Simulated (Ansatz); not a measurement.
# CH7AlO: the cost of one run

Method: PBE0-D4/def2-SVP; program: Ansatz 0.2.0, Gaussian basis.

**1. The starting structure**

The start, a first-order saddle point found at PBE0-D4 in triple zeta: 10 atoms, charge 0, spin multiplicity 1.

Atoms are counted from 1 here; the program's logs count them from 0.

Bond lengths: Al1–C2 2.120 Å, Al1–H3 1.589 Å, Al1–H4 1.582 Å, Al1–H5 1.799 Å, Al1–O6 1.879 Å, C2–H7 1.103 Å, C2–H8 1.094 Å, C2–H9 1.091 Å, H5–O6 1.190 Å, O6–H10 0.961 Å. Angles: C2–Al1–H3 111.0°, C2–Al1–H4 109.9°, C2–Al1–H5 43.6°, C2–Al1–O6 81.1°, H3–Al1–H4 123.1°, H3–Al1–H5 115.3°, H3–Al1–O6 110.3°, H4–Al1–H5 121.6°, H4–Al1–O6 113.6°, H5–Al1–O6 37.7°, Al1–C2–H7 84.8°, Al1–C2–H8 128.0°, Al1–C2–H9 117.5°, H7–C2–H8 103.8°, H7–C2–H9 106.1°, H8–C2–H9 109.1°, Al1–H5–O6 74.8°, Al1–O6–H5 67.5° and more.

Geometry (Å):

```xyz
10
charge 0, multiplicity 1
Al   -0.73304    0.27067   -0.75368
C     0.59098   -0.94191    0.37446
H    -0.03250    0.80021   -2.07792
H    -2.18525   -0.35766   -0.73627
H     0.23566    0.44985    0.75121
O    -0.40709    1.44854    0.67317
H     0.58651   -1.59795   -0.51192
H     1.65415   -0.77585    0.57086
H     0.16494   -1.52985    1.18921
H     0.12555    2.23395    0.52077
```

**2. The run**

md/in.yaml reads:

```yaml
crystal:
  periodic: [false, false, false]
  atoms:
    - {symbol: Al, position_ang: [-0.733040, 0.270672, -0.753682]}
    - {symbol: C, position_ang: [0.590980, -0.941909, 0.374459]}
    - {symbol: H, position_ang: [-0.032505, 0.800212, -2.077919]}
    - {symbol: H, position_ang: [-2.185245, -0.357657, -0.736269]}
    - {symbol: H, position_ang: [0.235656, 0.449847, 0.751209]}
    - {symbol: O, position_ang: [-0.407087, 1.448545, 0.673172]}
    - {symbol: H, position_ang: [0.586506, -1.597954, -0.511915]}
    - {symbol: H, position_ang: [1.654147, -0.775855, 0.570864]}
    - {symbol: H, position_ang: [0.164936, -1.529852, 1.189208]}
    - {symbol: H, position_ang: [0.125552, 2.233951, 0.520773]}
basis:
  gaussian: {orbitals: def2-SVP}
hamiltonian: {xc: pbe0, dispersion: d4}
md: {n_steps: 60, timestep: 0.5, temperature: 300, ensemble: nve, seed: 397, initial_velocities: maxwell_boltzmann}
```

Command:

```sh
$ ansatz run in.yaml --threads 2 --pin off --events-out ev --progress --plain --max-ram 4352MiB
```

**Question.** How long does this run take on 2 threads of Arm Neoverse V1, shared host?

About 93 s.
